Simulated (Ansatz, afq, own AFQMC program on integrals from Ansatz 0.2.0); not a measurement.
**SiH2, singlet: AFQMC among the cluster methods**

```yaml
atoms:
  - { symbol: Si, position_ang: [0.0000, -0.0715, 0.0000] }
  - { symbol: H, position_ang: [0.0000, 0.9958, -1.0900] }
  - { symbol: H, position_ang: [0.0000, 0.9958, 1.0900] }
```

Basis cc-pVDZ. Noble-gas cores (and the filled d shells of Ga–Kr and In–Xe) are frozen. Integrals, coupled cluster, full CI and functionals: Ansatz 0.2.0; the random walks run on the same integrals in our own AFQMC program. ph-AFQMC/CISD is guided by a CISD state made of CCSD amplitudes; releasing the constraint for a short imaginary time cuts its bias at the price of noise, slowly where states lie close. Free projection: walkers drawn from exp(T), propagated without any constraint. Its projection time is finite, and what remains of the start isn't in its error. Error bars are statistical, one sigma.

Determinant: RHF, the one that the program's search chose, which needn't be the lowest solution. The geometry is a point of a scan.

Full CI on the same integrals is exact in this basis and with this determinant's frozen core.

Cautions: higher spins were not checked; restricted determinant unstable towards unrestricted (UHF 90 meV lower, ⟨S²⟩ 0.38).

The T1 diagnostic is 0.0137. The weight of the determinant in the CISD state is 0.911 and the size of the correlated space is 6 electrons in 23 orbitals.

```csv
level,correlation energy (eV)
MP2,-2.4039
CCSD,-3.1795
CCSD(T),-3.2406
```

(1) Estimate where phaseless AFQMC with the Hartree–Fock trial lies against CCSD(T) on the same integrals.

(1) 36.3 ± 19.7 meV below CCSD(T). The gap is under twice the noise, so this walk alone can't tell the two apart.

Reference: full CI, correlation energy -3.260 eV. The released energy is read at 2.40 1/Eh (meV from the phaseless value at times in 1/Eh: -0.8 ± 1.5 at 0.24, -1.3 ± 1.8 at 0.51, -2.3 ± 1.7 at 0.99, -0.4 ± 1.3 at 1.62, -2.2 ± 1.1 at 2.40).

```csv
level,E − E(reference) (meV),share of correlation (%)
CCSD(T),19.5,99.40
CCSDT,3.1,99.90
CCSDT(Q),0.6,99.98
CCSDTQ,0.0,100.00
ph-AFQMC/HF,-16.8 ± 19.7,100.52
ph-AFQMC/CISD,3.5 ± 1.5,99.89
released AFQMC,1.3 ± 1.1,99.96
free AFQMC,-0.8 ± 1.1,100.03
```

CCSDT and higher add their correlation energy to the determinant of the CCSD(T) run, since their own runs factorise the integrals more tightly (a shift of under 2 meV). Free projections are given only where their last times agree within the noise and don't stop above the reference; a slow remainder of the start can still hide under it. A walk keeps the symmetry of its determinant, which the program's search chose and which needn't be the lowest solution, so a lower state of the same spin and another symmetry isn't excluded. Released energies are given only where the last usable release times agree within the noise; a slower fall can still hide under it.
